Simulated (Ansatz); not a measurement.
C7H8 can be A, `C1=CC2(C=C1)CC2`, or B, `Cc1ccccc1`.

Computed with Ansatz on PBE0-D4/def2-TZVP structures; ΔE is electronic, products minus reactants. CCSD(T)/CBS adds triple-zeta CCSD(T) − MP2 to the extrapolated MP2 energy (def2 sets, frozen cores). Functionals use def2-TZVPP.

A:

```xyz
15

C    -0.0874    0.7787    1.8555
C    -0.2618   -0.3986    1.2257
C    -0.0144   -0.1958   -0.2079
C     0.3230    1.2272   -0.3458
C     0.2773    1.7927    0.8751
C    -0.7951   -0.9478   -1.2764
C     0.6316   -1.2667   -1.0753
H    -0.1973    0.9566    2.9170
H    -0.5361   -1.3465    1.6686
H     0.5627    1.7083   -1.2845
H     0.4770    2.8308    1.1051
H    -1.0830   -0.3775   -2.1499
H    -1.5401   -1.6481   -0.9217
H     0.8933   -2.1920   -0.5787
H     1.3503   -0.9214   -1.8069
```

B:

```xyz
15

C    -1.407    1.703   -0.175
C    -0.452    0.556   -0.042
C     0.900    0.713   -0.331
C     1.780   -0.355   -0.237
C     1.320   -1.604    0.153
C    -0.024   -1.773    0.449
C    -0.899   -0.702    0.352
H    -0.901    2.660   -0.030
H    -1.860    1.720   -1.172
H    -2.219    1.632    0.551
H     1.269    1.687   -0.633
H     2.830   -0.210   -0.465
H     2.007   -2.439    0.231
H    -0.394   -2.744    0.760
H    -1.949   -0.843    0.590
```

Which is lower in electronic energy at CCSD(T)/CBS, and by how much? (An estimate is asked.)

Computed: B, by 43.0 kcal/mol.

Give E(B) − E(A) in kcal/mol with B2PLYP, CCSD(T)/def2-SVP, CCSD/def2-TZVPP, PBE0-D4, HF/def2-TZVPP, ωB97M-V, MP2/def2-TZVPP. (Estimate.)

The calculation gave: B2PLYP -46.3, CCSD(T)/def2-SVP -42.3, CCSD/def2-TZVPP -42.3, PBE0-D4 -42.4, HF/def2-TZVPP -48.1, ωB97M-V -42.7, MP2/def2-TZVPP -43.9. None reverses the order clearly.

Does the order hold for the free energy at 298.15 K (harmonic terms from PBE0-D4)? (Best estimate.)

The calculation gave: Yes: G(B) − G(A) = -44.1 kcal/mol. Modes under 60 cm⁻¹, often nearly free rotors, make the harmonic entropy too high.

Largest T1 diagnostic: 0.010.

At CCSD(T), def2-SVP lies +0.7 kcal/mol from the extrapolated value and def2-TZVPP +0.3 kcal/mol. In def2-TZVPP, CCSD(T) changes the Hartree–Fock value by +5.4 kcal/mol (the triples alone add −0.4 kcal/mol) and MP2 by +4.2 kcal/mol.
